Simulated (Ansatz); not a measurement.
A made-up structure of CHAlN, doublet:

| atom | x (Å) | y (Å) | z (Å) |
| --- | --- | --- | --- |
| C1 | 0.3365 | 0.5808 | -0.6652 |
| N2 | 0.2952 | -0.2094 | 0.2589 |
| Al3 | -1.6504 | 0.3551 | -0.4919 |
| H4 | 0.9690 | -0.6910 | 0.8543 |

It is relaxed with PBE-D4/def2-SVP and then PBE0-D4/def2-TZVP (Ansatz 0.2.0). Atoms count as bonded within 1.22 times the sum of their covalent radii (H–H: 0.88 Å). The end point is not checked to be a true minimum.

Question: Does its bonding change? (A judgement: the text doesn't fix the answer.)

Answer: Computed: No: no bond forms or breaks.

Where it ends: The first stage lowers the energy by 0.21 eV in 6 steps. It ends as CHAlN ([C]1[NH][Al]1):
| atom | x (Å) | y (Å) | z (Å) |
| --- | --- | --- | --- |
| C1 | 0.4820 | 0.6135 | -0.6969 |
| N2 | 0.2173 | -0.1886 | 0.2310 |
| Al3 | -1.6410 | 0.2831 | -0.4071 |
| H4 | 0.8920 | -0.6725 | 0.8291 |

Labels in which every atom is bracketed show which atoms are joined, not bond orders.

For scale, one of the runs: PBE0-D4/def2-TZVP relaxation, 105 basis functions, launched by `ansatz run in.yaml --threads 2 --pin off --events-out ev --progress --plain --max-ram 4352MiB`. The run took about 16 s on 2 CPU threads of an Arm Neoverse V1 (shared host).
